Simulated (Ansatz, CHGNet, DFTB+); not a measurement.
**How well does each level of theory give the elastic constant C13 of hcp Zr?**

Reference value: 64.6 GPa (measured, 4 K, zero-point motion not removed; as tabulated in Clouet (2012), arXiv:1210.1082).

Q: Put these levels in order of the elastic constant C13 that they give for hcp Zr, smallest first: CHGNet-r²SCAN, GFN1-xTB as cut by DFTB+, HSE06 (Ansatz, an electronic-structure program), PBE (Ansatz), r²SCAN (Ansatz).

A: GFN1-xTB as cut by DFTB+ (22.3 GPa), HSE06 (61.5 GPa), r²SCAN (63.3 GPa), PBE (66.1 GPa), CHGNet-r²SCAN (81.7 GPa)

Unless a cell is named, each level is at its own relaxed cell (GFN1-xTB as cut by DFTB+ 41.08, CHGNet-r²SCAN 23.38, PBE 23.39, r²SCAN 23.50, HSE06 23.49 Å³/atom).

Differences against the reference: GFN1-xTB as cut by DFTB+ -65 %, CHGNet-r²SCAN +26 %, PBE +2.3 %, r²SCAN -2.0 %, HSE06 -4.8 %.

The reference isn't brought to a static lattice, while the calculations are for one, so the differences are not the levels' errors alone.  GFN1-xTB as cut by DFTB+: the relaxed volume lies over a fifth from the starting cell. GFN1-xTB as cut by DFTB+: the method was fitted mainly to molecules. GFN1-xTB as cut by DFTB+: codes differ in how they cut the long-range tail of xTB's charge interaction in a crystal, so the value belongs to this code. HSE06: hybrids on metals are sensitive to the k mesh. HSE06: the run warned that the count of filled bands differs between k points. Each level is taken at its own relaxed cell. Cutoffs and k meshes differ between the levels. Ansatz's density-functional and Hartree–Fock values are scalar-relativistic unless marked +SOC, with PAW data made under PBE.

Machine-learned potentials (CHGNet-r²SCAN) are trained on DFT data: a solid inside that data is no test of them.

Differences are worked out from the printed values.
